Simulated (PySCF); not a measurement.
# C₂H₂Br−, a complex of two parts: interaction energy

An exercise on one series of results from a longer session: the logs are not shown, and one member is left open.

Programs: PySCF 2.14.0. All values are calculated, for the isolated system unless a continuum is named. Atoms count from 0, parts from 1.

## Starting point

5 atoms, charge -1, multiplicity 1; geometry: GFN2-xTB. Parts: 1 = atoms 0–3, `C#C`, charge 0; 2 = atom 4, `[Br-]`, charge -1.

The first run:

What the job is given:

```
{"job": {"xc": "PBE0", "basis": "def2-SVPD", "d3": "d3bj", "grid": 2, "kind": "geom", "shake": 0.01}, "charge": -1, "multiplicity": 1, "parts": [{"atoms": "0-3", "charge": 0, "multiplicity": 1}, {"atoms": "4-4", "charge": -1, "multiplicity": 1}]}
C     -0.556547    -0.050986    -0.150363
C      0.593571     0.008756     0.051544
H     -1.639626    -0.061954    -0.347226
H      1.667792     0.049556     0.233442
Br    -4.159045    -0.149648    -0.797382
```

Launch:

```
> OMP_NUM_THREADS=1 python cluster_run.py task.json out
```

This one command runs all jobs of the session in turn.

Among the steps run: Optimising the geometry at PBE0-D3(BJ)/def2-SVPD; Coupled-cluster interaction energy: CCSD(T) and MP2.

One of the session's tables, all rows but one given; the rest of the session is left out.

It belongs to the step «Coupled-cluster interaction energy: CCSD(T) and MP2». 

| method | interaction energy (kcal/mol) |
| --- | --- |
| HF/aug-cc-pVDZ | -6.95 |
| MP2/aug-cc-pVDZ | -8.46 |
| CCSD/aug-cc-pVDZ | -7.77 |
| CCSD(T)/aug-cc-pVDZ | -8.10 |
| HF/aug-cc-pVTZ | ? |
| MP2/aug-cc-pVTZ | -9.34 |
| SCS-MP2/aug-cc-pVTZ | -8.47 |
| MP2, extrapolated | -9.66 |
| CCSD(T), limit estimate | -9.30 |

**Question.** Estimate the row for HF/aug-cc-pVTZ.

**Answer.** interaction energy (kcal/mol): -7.09. In the column «interaction energy (kcal/mol)» it lies between CCSD/aug-cc-pVDZ (-7.77) and HF/aug-cc-pVDZ (-6.95).

To keep in mind: The interaction energy leaves out the deformation of the parts, 0.53 kcal/mol (MP2); added to the CCSD(T) estimate it gives a binding of about -8.77 kcal/mol.
